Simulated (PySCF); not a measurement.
C₂H₃N.

```xyz
6

C      0.0000     0.0000    -1.1708
C      0.0000     0.0000     0.2784
N      0.0000     0.0000     1.4273
H      0.8873     0.5123    -1.5456
H      0.0000    -1.0246    -1.5456
H     -0.8873     0.5123    -1.5456
```
Charge 0, spin multiplicity 1.

Coordinates come from a PBE0-D3(BJ)/def2-TZVP optimisation.

Level of theory: B3LYP/pcSseg-2 in PySCF. Non-relativistic, no solvent.

### Question
Give the absolute GIAO shielding of each atom: isotropic value and principal components (ppm). (Estimate from the structure and the level; the computed values follow.)

### Answer

| atom | σ(iso) | σ11 | σ22 | σ33 | span |
|---|---|---|---|---|---|
| C1 | 180.9 | 173.7 | 173.7 | 195.2 | 21.5 |
| C2 | 59.4 | -56.4 | -56.4 | 291.2 | 347.6 |
| N3 | -36.3 | -209.7 | -209.7 | 310.3 | 520.0 |
| H4 | 29.9 | 25.5 | 28.0 | 36.2 | 10.7 |
| H5 | 29.9 | 25.5 | 28.0 | 36.2 | 10.7 |
| H6 | 29.9 | 25.5 | 28.0 | 36.2 | 10.7 |
